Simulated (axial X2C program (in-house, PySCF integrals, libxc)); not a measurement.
# Linear BNC⁻ at several levels

An exercise on one series of results from a longer session: the logs are not shown, and one member is left open.

Computed with an in-house X2C program for linear molecules on PySCF integrals. Level: all-electron X2C, two-component (2c) or spin-free, B dyall-v3z, N dyall-av3z, C dyall-v3z.

All values are calculated.

2 further runs of the same task are left out: 2 set aside as unsound or not needed.

The first run:

Input file task.json:

```json
{"zs": [5, 7, 6], "q": -1, "bas": ["dyall-v3z", "dyall-av3z", "dyall-v3z"], "r0": [1.51, 1.17], "symm": 0, "scan": ["PBE0", "HF", "r2SCAN"], "levels": ["PBE0", "HF", "LDA"], "nst": 2}
```

Keys: zs atomic numbers; q charge; bas basis sets; r0 starting distance in Å; symm equal bonds; scan levels of the two-bond scan; levels methods; nst determinants followed.

On the command line:

```console
$ python solin.py task.json out
```

Masses B 11.009, N 14.003, C 12.000 u.

Steps of the session up to this table: Scan at PBE0, 2c; Scan at HF, 2c; Scan at r2SCAN, 2c.

One table of the session follows, with a row left open; its other results are not shown here.

| level | r(N–C) (Å) | lower stretch (cm⁻¹) | upper stretch (cm⁻¹) |
| --- | --- | --- | --- |
| PBE0, 2c | 1.211 | 1028.0 | 1686.0 |
| HF, 2c | 1.191 | 924.6 | 1586.1 |
| r2SCAN, 2c | ? | ? | ? |
| PBE0, spin-free | 1.211 | 1027.5 | 1685.9 |
| HF, spin-free | 1.191 | 923.6 | 1586.4 |
| r2SCAN, spin-free | 1.216 | 1021.9 | 1700.5 |

**Question.** Estimate the row for r2SCAN, 2c.

As computed: r(N–C) (Å): 1.216; lower stretch (cm⁻¹): 1022.3; upper stretch (cm⁻¹): 1700.7.

Scans not shown above were run alike.

For an anion the highest level of a functional can be positive, and the basis then holds the extra electron. The molecule was held linear; bending was not examined, so a bent shape may lie lower. Note: functional without a current term on a determinant with orbital currents, of the molecule or an atom.
